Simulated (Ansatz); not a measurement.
# CH₂Mg (triplet): from Hartree-Fock to the top rungs at distance C1–Mg2 = 4.481 Å, 6-31G

The task here is to estimate one member of a computed series from the others.

Method: 6-31G, core rule «outside noble gas», up to 6 orbitals frozen; program: Ansatz 0.2.0, Gaussian basis.

To be run: UHF; CCSD(T) on ROHF; CCSD(T) on UHF; BCCD(T) on ROHF; CISD as a restricted active space (open shells left free, so some higher excitations enter); CCSDT(Q) on ROHF; CCSDT(Q) on UHF; CISDTQ; CASSCF and MRCISD+Q, 4 electrons in 4 orbitals; CASSCF and NEVPT2, 4 electrons in 4 orbitals; CASSCF and MRCISD+Q, 8 electrons in 10 orbitals; CASSCF and NEVPT2, 8 electrons in 10 orbitals; Full CI; Full CI in the symmetry of the determinant.

32 further runs of the same task are left out: 16 for a known fault of the program, 13 that didn't finish, 3 set aside as unsound or not needed. Runs told in other sessions of the task aren't counted.

### The geometry

The geometry derives from a PBE0/def2-TZVP stationary point (not a proven minimum). One bond is set to the value named and the two fragments are kept rigid.

4 atoms, charge 0, spin multiplicity 3.

Atoms are counted from 1 here; the program's logs count them from 0.

Bond lengths: C1–H3 1.089 Å, Mg2–H4 1.696 Å.

Set-up of the first run:

The input, in.yaml:

```yaml
crystal:
  periodic: [false, false, false]
  atoms:
    - {symbol: C, position_ang: [0.000000, 0.000000, 2.392414]}
    - {symbol: Mg, position_ang: [0.000000, 0.000000, -2.088585]}
    - {symbol: H, position_ang: [0.000000, 0.000000, 3.481198]}
    - {symbol: H, position_ang: [0.000000, 0.000000, -3.785028]}
basis:
  gaussian: {orbitals: 6-31G}
magnetization: {spin_polarized: true, initial_magnetization: 2}
hamiltonian: {xc: hf}
output: {orbitals: {seedname: orbitals}}
```

The run is started by

```sh
$ ansatz run in.yaml --threads 1 --pin off --events-out ev --progress --plain --max-ram 2393MiB
```

Steps of the session up to this table: UHF; CCSD(T) on ROHF; CCSD(T) on UHF; BCCD(T) on ROHF; CISD as a restricted active space (open shells left free, so some higher excitations enter); CCSDT(Q) on ROHF; CCSDT(Q) on UHF; CISDTQ; CASSCF and MRCISD+Q, 4 electrons in 4 orbitals; CASSCF and NEVPT2, 4 electrons in 4 orbitals; CASSCF and MRCISD+Q, 8 electrons in 10 orbitals; CASSCF and NEVPT2, 8 electrons in 10 orbitals; Full CI; Full CI in the symmetry of the determinant.

One table of the session follows, with a row left open; its other results are not shown here.

```
          method  from FCI (meV)
             UHF         +1855.6
            UMP2          +587.8
           UCCSD           +44.9
        UCCSD(T)           +27.8
          UCCSDT            +5.0
       UCCSDT(Q)            +1.4
     CASSCF pair         +1897.9
     NEVPT2 pair          +627.5
     MRCISD pair          +102.4
   MRCISD+Q pair            -0.6
  CASSCF valence          +785.7
  NEVPT2 valence               ?
  MRCISD valence           +21.4
MRCISD+Q valence            +8.8
             FCI               0
```

**Question.** Estimate the row for NEVPT2 valence.

**Answer.** from FCI (meV): +241.6. In the column «from FCI (meV)» it lies between MRCISD pair (+102.4) and UMP2 (+587.8).

Left out of the table: ROHF, RMP2, CISD, RCCSD, RCCSD(T), BCCD(T), RCCSDT, CISDTQ, RCCSDT(Q) (another determinant or state than the rows shown).

Caveats from the session: The determinant of HF (⟨S²⟩ 2.99) is far from a pure spin state, so its energy mixes those of several spin states; that is harmless only where they are near-degenerate. The determinant of CCSD(T) (⟨S²⟩ 2.99) is far from a pure spin state, so its energy mixes those of several spin states; high orders of coupled cluster remove much of that, low ones don't. The determinant of CCSDT(Q) (⟨S²⟩ 2.99) is far from a pure spin state, so its energy mixes those of several spin states; high orders of coupled cluster remove much of that, low ones don't. Levels on UHF freeze UHF's core orbitals, full CI those of ROHF, so the U rows can settle a little off it for that reason alone.
